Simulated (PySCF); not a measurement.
Structure problem from calculated spectra and properties.

Elements present: C, H and O. Monoisotopic mass: 86.0732 u.

| Item | Value |
| --- | --- |
| 1H NMR | chemical shifts (computed TMS as zero) by class: 2.55 (1 H), 2.42 (1 H), 2.38 (1 H), 2.16 (1 H), 1.62 (1 H), 1.46 (1 H), 1.01 (3 H), 0.68 (1 H) ppm [GIAO PBE0/pcSseg-1] |
| Triplet | lowest triplet excitation (Tamm–Dancoff): 7.43 eV [TDA PBE0/def2-SVPD] |
| 13C NMR | chemical shifts (computed TMS as zero) by class: 50.6 (1 C), 46.3 (1 C), 37.3 (1 C), 23.1 (1 C), 15.7 (1 C) ppm [GIAO PBE0/pcSseg-1] |
| NMR, other nuclei | isotropic shieldings of nuclei other than C and H, by class: 327 (1 O) ppm [GIAO PBE0/pcSseg-1] |
| Dipole | 1.98 D [PBE0/def2-SVPD] |
| Polarisability | 62.3 au [PBE0/def2-SVPD] |
| UV, first state | lowest singlet excitation: 7.57 eV (164 nm, f = 0.015) [TDDFT PBE0/def2-SVPD] |
| Rotational structure | rotational constants A, B, C: 7.479, 2.212, 1.875 GHz [GFN2-xTB] |

Electronic properties: PySCF, gas phase, density fitting. Levels stand in brackets. The structure is a single GFN2-xTB conformer in the gas phase; no vibrational or solvent corrections. NMR values are class means; diastereotopic atoms form classes of their own.

Q: Which formula fits the mass and the elements?

A: C5H10O (calculated 86.0732). No other formula that holds each of these elements comes within 0.0003 u with a fitting electron parity and a possible valence count.

Q: What is the compound? Reason from the data.

A: Numbering: `[CH3:1][CH2:2][CH2:3][C@@H:4]1[CH2:5][O:6]1`. Its formula, C5H10O, gives 1 degree of unsaturation: 1 ring and 0 π bonds in the structure found. 5 carbons fall into 5 classes; from least to most shielded: ring sp3 carbon bound to oxygen [C4] (50.6 ppm), ring sp3 carbon bound to oxygen [C5] (46.3 ppm), chain CH2 carbon [C3] (37.3 ppm), chain CH2 carbon [C2] (23.1 ppm), methyl carbon [C1] (15.7 ppm). Hydrogen classes from least to most shielded: 1 H on an sp3 carbon bound to oxygen, C5 (2.55 ppm), 1 H on an sp3 carbon bound to oxygen, C4 (2.42 ppm), 1 H on a chain CH2 carbon, C3 (2.38 ppm), 1 H on an sp3 carbon bound to oxygen, C5 (2.16 ppm), 1 H on a chain CH2 carbon, C2 (1.62 ppm), 1 H on a chain CH2 carbon, C2 (1.46 ppm), 3 H on a methyl carbon, C1 (1.01 ppm, a mean of values up to 0.6 ppm apart in this geometry), 1 H on a chain CH2 carbon, C3 (0.68 ppm). The other shieldings belong to: 327 ppm, epoxide oxygen [O6]. The optimised geometry has point group C1 and is an asymmetric top. Structure: `CCC[C@@H]1CO1` (1,2-epoxypentane). Computed isomers that give other values at the same levels: `CCCC(C)=O` (13C chemical shifts (computed TMS as zero) by class: 211.4 (1 C), 48.9 (1 C), 32.2 (1 C), 21.0 (1 C), 15.7 (1 C) ppm); `C/C=C(\C)CO` (13C chemical shifts (computed TMS as zero) by class: 144.9 (1 C), 129.9 (1 C), 74.9 (1 C), 16.9 (1 C), 13.9 (1 C) ppm); `CCCCC=O` (13C chemical shifts (computed TMS as zero) by class: 206.0 (1 C), 51.7 (1 C), 28.3 (1 C), 27.2 (1 C), 17.1 (1 C) ppm). The assignments are read from this structure; whether some other isomer fits the data as well wasn't checked. The mirror image fits equally.

Shape of the structure used: `[CH3:1][CH2:2][CH2:3][C@@H:4]1[CH2:5][O:6]1`: C1–C2–C3–C4 66°, C2–C3–C4–C5 -97°.
